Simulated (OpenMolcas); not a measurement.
**A workflow on C2H5Cl (SMILES CCCl)**

Aim: a single-point energy (HF/ANO-XS-MB), then the vertical excitations (CASSCF(6,5)/ANO-XS-VDZ), then the vertical excitations (CASPT2(6,5)/ANO-XS-VDZ) of C2H5Cl. 

Program for the calculation: OpenMolcas 26.06.

## (1) The molecule

C2H5Cl: 8 atoms, total charge 0, spin state singlet. SMILES: `CCCl`. The shape is that of a PBE0-D4/def2-TZVP optimisation.

Bond lengths: C1–C2 1.507 Å, C2–Cl3 1.788 Å, C1–H4 1.094 Å, C1–H5 1.091 Å, C1–H6 1.091 Å, C2–H7 1.089 Å, C2–H8 1.089 Å. Some angles: C1–C2–Cl3 111.4°, C1–C2–H7 111.9°, C1–C2–H8 111.9°, Cl3–C2–H7 106.3°, Cl3–C2–H8 106.3°, C2–C1–H4 109.6°, C2–C1–H5 111.0°, C2–C1–H6 111.0°, H7–C2–H8 108.7°, H4–C1–H5 108.4°.

## (2) The energy at HF/ANO-XS-MB (DKH2) (run 1)

File step1.inp:

```
&GATEWAY
Coord
8
angstrom
C       -0.443010       0.585800      -0.310980
C        0.277050      -0.619150       0.237130
Cl       1.866810      -0.174460       0.923480
H       -1.409310       0.279580      -0.722170
H        0.135050       1.058950      -1.106120
H       -0.620590       1.325030       0.471490
H        0.475020      -1.361020      -0.535740
H       -0.281020      -1.094720       1.042920
Basis=ANO-XS-MB
Group=NoSym
&SEWARD
Relativistic=R02E00
&SCF
PrOrbitals=0
```

The run is started by

```console
export MOLCAS_MEM=1860
pymolcas step1.inp > step1.log
```

Log:

```text
--- Start Module: gateway ---
[...]
--- Stop Module: gateway /rc=_RC_ALL_IS_WELL_ ---
--- Start Module: seward ---
[...]
      Basis functions           24
--- Stop Module: seward /rc=_RC_ALL_IS_WELL_ ---
--- Start Module: scf ---
[...]
       Convergence after   9 Iterations
[...]
::    Total SCF energy                               -539.2648650525
[...]
      Total spin, S                                     0.0000000000
[...]
      Total electronic charge=   34.000000
      Total            charge=   -0.000000
[...]
      Dipole Moment (debye):
      Origin of the operator (angstrom)=    0.9620   -0.0983    0.4773
                   X= -1.7382E+00               Y= -3.4321E-01               Z= -7.7457E-01           Total=  1.9337E+00
      Quadrupole Moment (debye*angstrom):
[...]
--- Stop Module: scf /rc=_RC_ALL_IS_WELL_ ---
[...]
```

Run time: 1.8 s. Hardware: 1 thread of Arm Neoverse V1, shared host; peak memory 0.37 GiB.

## (3) The excited states at CASSCF(6,5)/ANO-XS-VDZ (DKH2, RICD fitting, 3 states averaged) (run 2)

File step2.input:

```
>>> EXPORT MOLCAS_PRINT=2

&GATEWAY
 Coord
 8
 angstrom
 C       -0.443010       0.585800      -0.310980
 C        0.277050      -0.619150       0.237130
 Cl       1.866810      -0.174460       0.923480
 H       -1.409310       0.279580      -0.722170
 H        0.135050       1.058950      -1.106120
 H       -0.620590       1.325030       0.471490
 H        0.475020      -1.361020      -0.535740
 H       -0.281020      -1.094720       1.042920
 Basis = ANO-XS-MB
 Group = NoSym

&SEWARD
 Relativistic = R02E00

&RASSCF
 FileOrb = $CurrDir/step1.ScfOrb
 Spin = 1
 Nactel = 6 0 0
 Inactive = 14
 Ras2 = 5
 CIRoot = 3 3 1
 OrbListing = Nothing
>>> COPY $Project.RunFile RUNFIL1
>>> COPY $Project.RasOrb INPORB

&GATEWAY
 Coord
 8
 angstrom
 C       -0.443010       0.585800      -0.310980
 C        0.277050      -0.619150       0.237130
 Cl       1.866810      -0.174460       0.923480
 H       -1.409310       0.279580      -0.722170
 H        0.135050       1.058950      -1.106120
 H       -0.620590       1.325030       0.471490
 H        0.475020      -1.361020      -0.535740
 H       -0.281020      -1.094720       1.042920
 Basis = ANO-XS-VDZ
 Group = NoSym
 RICD

&SEWARD
 Relativistic = R02E00
>>> COPY $Project.RunFile RUNFIL2

&EXPBAS

&RASSCF
 FileOrb = $Project.ExpOrb
 Spin = 1
 Nactel = 6 0 0
 Inactive = 14
 Ras2 = 5
 CIRoot = 3 3 1
 OrbListing = Nothing
 OrbAppear = Compact
```

The run is started by

```console
export MOLCAS_MEM=1860
pymolcas step2.input > step2.log
```

Log, cut to the lines that bear on the results:

```text
[...]
      Basis functions           24
[...]
      Number of active orbitals                  5
[...]
      Spin quantum number                      0.0
[...]
      Active orbitals                            5
[...]
      Number of CSFs                            50
[...]
      Number of root(s) required                 3
[...]
      Convergence after 11 iterations
[...]
      printout of CI-coefficients larger than  0.05 for root  1
      energy=    -539.279040
      conf/sym  11111     Coeff  Weight
             1  22200  -0.97353 0.94776
            15  u22d0   0.19776 0.03911
            35  02220   0.11069 0.01225
[...]
      Natural orbitals and occupation numbers for root  1
      sym 1:   1.966727   1.999359   1.999190   0.034413   0.000311
      Natural orbitals and occupation numbers for root  2
      sym 1:   1.999524   1.999984   1.000253   0.999638   0.000601
      Natural orbitals and occupation numbers for root  3
      sym 1:   1.999793   1.005020   1.999931   0.994902   0.000354
      ************************************************************************************************************************
      *                                                    Final results                                                     *
[...]
::    RASSCF root number  1 Total energy:   -539.27904037
::    RASSCF root number  2 Total energy:   -538.99117147
::    RASSCF root number  3 Total energy:   -538.98843232
[...]
      Basis functions           41
[...]
      Convergence after 14 iterations
[...]
      Natural orbitals and occupation numbers for root  1
      sym 1:   1.972144   1.999434   1.994669   0.028848   0.004906
      Natural orbitals and occupation numbers for root  2
      sym 1:   1.999181   0.994137   1.996331   1.006645   0.003706
      Natural orbitals and occupation numbers for root  3
      sym 1:   1.999610   1.999874   0.999738   1.000317   0.000462
      ************************************************************************************************************************
      *                                                    Final results                                                     *
[...]
::    RASSCF root number  1 Total energy:   -539.52103943
::    RASSCF root number  2 Total energy:   -539.20923009
::    RASSCF root number  3 Total energy:   -539.20850696
[...]
      Total electronic charge=   34.000000
      Total            charge=   -0.000000
[...]
```

It took 5.7 s on 1 thread of Arm Neoverse V1, shared host; peak memory 0.37 GiB.

The roots found:

| excited state | energy (eV) |
| --- | --- |
| 1 | 8.485 |
| 2 | 8.504 |

## (4) The excited states at CASPT2(6,5)/ANO-XS-VDZ (DKH2, RICD fitting, ipea shift 0.25 Eh, pt2 variant MS, 3 states averaged) (run 3)

File step3.input:

```
* C2H5Cl CASPT2

&GATEWAY
 COORD
 8
 angstrom
 C       -0.443010       0.585800      -0.310980
 C        0.277050      -0.619150       0.237130
 Cl       1.866810      -0.174460       0.923480
 H       -1.409310       0.279580      -0.722170
 H        0.135050       1.058950      -1.106120
 H       -0.620590       1.325030       0.471490
 H        0.475020      -1.361020      -0.535740
 H       -0.281020      -1.094720       1.042920
 BASIS=ANO-XS-VDZ
 GROUP=NoSym
 RICD

&SEWARD
 RELATIVISTIC=R02E00

&RASSCF
 FILEORB=$CurrDir/step2.RasOrb
 SPIN=1
 NACTEL=6 0 0
 INACTIVE=14
 RAS2=5
 CIROOT=3 3 1
 ORBLISTING=Nothing
 ORBAPPEAR=Compact

&CASPT2
 MULTISTATE=all
 IMAGINARY=0.2

&RASSI
 NROFJOBIPHS=1 all
 IPHNAMES
 JOBMIX
 EJOB
```

The run is started by

```console
export MOLCAS_MEM=1860
pymolcas step3.input > step3.log
```

Log, cut to the lines that bear on the results:

```text
--- Start Module: gateway ---
[...]
      Basis functions           41
[...]
      Number of active orbitals                  5
[...]
      Spin quantum number                      0.0
[...]
      Active orbitals                            5
[...]
      Number of CSFs                            50
[...]
      Number of root(s) required                 3
[...]
      Convergence after  4 iterations
[...]
      printout of CI-coefficients larger than  0.05 for root  1
      energy=    -539.521039
      conf/sym  11111     Coeff  Weight
             1  22200  -0.97519 0.95099
            15  u22d0   0.18736 0.03510
            35  02220   0.09747 0.00950
[...]
      Natural orbitals and occupation numbers for root  1
      sym 1:   1.972144   1.999434   1.994669   0.028847   0.004906
      Natural orbitals and occupation numbers for root  2
      sym 1:   1.999181   0.994137   1.996331   1.006645   0.003706
      Natural orbitals and occupation numbers for root  3
      sym 1:   1.999610   1.999874   0.999736   1.000318   0.000462
      ************************************************************************************************************************
      *                                                    Final results                                                     *
[...]
::    RASSCF root number  1 Total energy:   -539.52103937
::    RASSCF root number  2 Total energy:   -539.20923014
[...]
      Total electronic charge=   34.000000
      Total            charge=   -0.000000
[...]
      Dipole Moment (debye):
      Origin of the operator (angstrom)=    0.9620   -0.0983    0.4773
                   X=  2.7939E-01               Y= -5.1285E-03               Z=  1.3636E-01           Total=  3.1093E-01
      Quadrupole Moment (debye*angstrom):
[...]
::    MS-CASPT2 Root  3     Total energy:   -539.42296601
[...]
::    RASSI State    1     Total energy:    -539.73274125139756
::    RASSI State    2     Total energy:    -539.42535430227258
::    RASSI State    3     Total energy:    -539.42296601056523
[...]
  SPIN-FREE ENERGIES:
  (Shifted by EMIN (a.u.) =       -539.7327412514)
 SF State       Relative EMIN(au)   Rel lowest level(eV)    D:o, cm**(-1)
     1             0.0000000000        0.0000000000              0.0000
     2             0.3073869491        8.3644249996          67463.6373
     3             0.3097752408        8.4294137277          67987.8068
[...]
--- Stop Module: rassi /rc=_RC_ALL_IS_WELL_ ---
[...]
```

Run time: 3.3 s. Hardware: 1 thread of Arm Neoverse V1, shared host; peak memory 0.083 GiB.

The roots found:

| excited state | energy (eV) | strength |
| --- | --- | --- |
| 1 | 8.364 | 0.0007 |
| 2 | 8.429 | 0.0008 |

## (5) Outcome

```
                                                                        quantity          value
                                               run 1, HF/ANO-XS-MB: total energy  -539.26487 Eh
                                              run 1, HF/ANO-XS-MB: dipole moment         1.93 D
                                                run 1, HF/ANO-XS-MB: HOMO energy      -12.99 eV
                                                run 1, HF/ANO-XS-MB: LUMO energy        4.93 eV
                                              run 1, HF/ANO-XS-MB: HOMO–LUMO gap       17.92 eV
                  run 2, CASSCF(6,5)/ANO-XS-VDZ: energy of the lowest of 3 roots  -539.52104 Eh
                   run 2, CASSCF(6,5)/ANO-XS-VDZ: dipole moment (CASSCF density)         2.15 D
run 2, CASSCF(6,5)/ANO-XS-VDZ: lowest excitation energy within this active space        8.48 eV
                  run 3, CASPT2(6,5)/ANO-XS-VDZ: energy of the lowest of 3 roots  -539.73274 Eh
                   run 3, CASPT2(6,5)/ANO-XS-VDZ: dipole moment (CASSCF density)         2.15 D
run 3, CASPT2(6,5)/ANO-XS-VDZ: lowest excitation energy within this active space        8.36 eV
```

What this shows: Mulliken charges (run 1, HF/ANO-XS-MB) run from -0.73 on C1 to +0.28 on H7. The orbitals (run 2, CASSCF(6,5)/ANO-XS-VDZ) are averaged over several states, so each root lies above its own optimum (it can stand above Hartree-Fock), and forces and dipoles share that bias. The basis has no diffuse functions, so Rydberg states are missing or pushed up, and the true lowest state may lie lower. The orbitals (run 3, CASPT2(6,5)/ANO-XS-VDZ) are averaged over several states, so each root lies above its own optimum (it can stand above Hartree-Fock), and forces and dipoles share that bias.
